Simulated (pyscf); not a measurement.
This saddle point was located with ωB97X-D3(BJ)/def2-SVP in PySCF.

```xyz
8

O     -2.0386     0.4879    -0.2624
B     -0.8930    -0.5756    -0.0551
O     -0.8628    -1.5743     0.6747
H     -2.5270     0.7506     0.5291
N      0.0538     0.2837    -0.9419
H     -1.0979     1.0122    -0.6914
H      0.9712     0.4308    -0.5234
H      0.1902    -0.0753    -1.8868
```
Charge 0, spin multiplicity 1.

Surface: singlet, charge 0. Lowest wavenumbers (cm⁻¹): 1319i, 267, 398, 410, 522.

Problem. Which two sides does it connect, and which bonds change?

Solution. O=B–OH (SMILES O=BO) + NH₃ (SMILES N) ⇌ H₂O (SMILES O) + H₂N–B=O (SMILES NB=O), a four-centre exchange read from left to right: B–O, H–N broken and H–O, B–N formed. At CCSD(T)/def2-TZVPP + ΔMP2(QZVPP) it lies +98.8 kJ/mol from the left side and +81.5 kJ/mol from the right (each side as separated species at their lowest minima found). On the reactant side the descent ends in an adduct with a B–N contact, 71.9 kJ/mol under the separated species and 160.9 kJ/mol under the saddle at ωB97X-D3(BJ)/def2-TZVP. On the product side the descent ends in a complex (not fully relaxed), 31.8 kJ/mol under the separated species and 102.7 kJ/mol under the saddle at ωB97X-D3(BJ)/def2-TZVP. What is counted as formed (B–N) is already present as a longer contact in the reactant adduct; forming that adduct is a step of its own. The products may also form a dative adduct at H₂N–B=O; it and routes through it were not searched. At ωB97X-D3(BJ) the barrier from the zero used here is 88.9 kJ/mol. The same reactants have a lower exit, to H₂N–B(OH)–OH (barrier +23.1 kJ/mol at ωB97M-D3(BJ), against +89.7 kJ/mol here). One saddle was located; it need not be the lowest between these sides. The CCSD(T) − MP2 part came from Ansatz, without density fitting, on the same reference.
